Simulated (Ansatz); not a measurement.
# Fe2Bi: from a trial structure to a relaxed crystal

Computed with Ansatz 0.2.0, DFT PBE, scalar-relativistic, plane waves, PAW. Cutoff 420 eV, Γ-centred k mesh, Gaussian smearing, collinear spin, first started from parallel moments.

This is the end of a relaxation of cell and atoms.

```
Fe Bi
1.0
     0.00000    3.71350    3.71350
     3.71350    0.00000    3.71350
     3.71350    3.71350    0.00000
Fe Bi
4 2
Direct
  0.12500 0.12500 0.12500
  0.62500 0.12500 0.12500
  0.12500 0.12500 0.62500
  0.12500 0.62500 0.12500
  0.50000 0.50000 0.50000
  0.75000 0.75000 0.75000
```

Energies over the elements count from the elements' standard structures at the same level, with no empirical corrections.

Task: What space group does it have?

Result: Fd-3m (No. 227). Conventional cell: a = 7.427 Å. Around Fe lie 6 Fe at 2.63 Å and 6 Bi at 3.08 Å; around Bi lie 12 Fe at 3.08 Å and 4 Bi at 3.22 Å.

Task: What is its formation energy per atom?

Result: 0.40 eV/atom.

Task: Is it a metal?

Result: Yes, bands cross the Fermi level on the 10×10×10 mesh.

Task: What net moment does it keep?

Result: 1.76 μB per atom, with site moments up to 2.69 μB.

The final run used a 10×10×10 mesh on its 6-atom cell and 0.10 eV smearing. The k mesh leaves about 4 meV/atom of noise in metals. Spin–orbit coupling is left out. The cell came from a trial start, so Fe2Bi may not exist in this structure.

Cost: 2 runs of about 3.6 core-minutes in all, on Arm Neoverse V2 (shared hosts).